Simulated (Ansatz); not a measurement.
Geometry optimisation, RKS r2SCAN-D4/def2-mTZVP (Ansatz 0.2.0).

input.yaml

```yaml
crystal:
  periodic: [false, false, false]
  atoms:
    - { symbol: Al, position_ang: [-0.130797, -0.56604, -0.53539] }
    - { symbol: C, position_ang: [-0.046585, -0.269303, 2.614992] }
    - { symbol: H, position_ang: [-1.002739, -0.1592, 3.125623] }
    - { symbol: H, position_ang: [0.716013, -0.597225, 3.320194] }
    - { symbol: H, position_ang: [0.24711, 0.695387, 2.19657] }
    - { symbol: O, position_ang: [1.389386, -0.051166, -1.110246] }
    - { symbol: H, position_ang: [2.177579, -0.601079, -1.063101] }
    - { symbol: H, position_ang: [-1.326686, 0.438897, -0.735826] }
    - { symbol: H, position_ang: [-0.268899, -1.948677, 0.190898] }
    - { symbol: H, position_ang: [-0.150683, -1.037194, 1.827087] }
basis:
  gaussian: { orbitals: def2-mTZVP }
hamiltonian:
  xc: r2scan
  dispersion: d4
relax:
  f_tol: 0.03
  max_steps: 50
output:
  orbitals: {}
```

Run as:

```bash
$ ansatz run input.yaml --threads 2 --pin off --max-ram 3072MiB --backend cpu --events-out ev --progress --plain --runs-dir out
```

Question: Where does it end, and by what steps?

Answer: It converged. The force dipped under the threshold on the way, but the program's further checks kept it going. After 14 steps the energy has fallen by 0.179 eV; H5 moved furthest, 0.75 Å.

```
step  energy less start (eV)  largest force component (eV/Å)  accepted
   0                  0.0000                           0.557       yes
   1                 -0.0891                           0.201       yes
   2                 -0.1143                           0.313       yes
   3                 -0.1308                           0.313       yes
   4                 -0.1510                           0.305       yes
   5                 -0.1556                           0.462       yes
   6                 -0.1643                           0.233       yes
   7                 -0.1675                           0.078       yes
   8                 -0.1725                           0.206       yes
   9                 -0.1739                           0.130       yes
  10                 -0.1765                           0.136       yes
  11                 -0.1783                           0.059       yes
  12                 -0.1785                           0.036       yes
  13                 -0.1788                           0.010       yes
  14                 -0.1790                           0.028       yes
```

```xyz
10
Properties=species:S:1:pos:R:3
Al -0.227 -0.613 -0.479
C 0.051 -0.275 2.562
H -0.896 0.262 2.518
H 0.398 -0.307 3.595
H 0.803 0.242 1.961
O 1.273 0.128 -0.816
H 2.074 -0.393 -0.939
H -1.466 0.362 -0.394
H -0.325 -2.196 -0.399
H -0.083 -1.306 2.222
```

Whether the end is a true minimum wasn't checked by a vibrational analysis.

Run time: 41 s on 2 threads of Arm Neoverse V1 (shared host), peak memory 0.17 GiB.
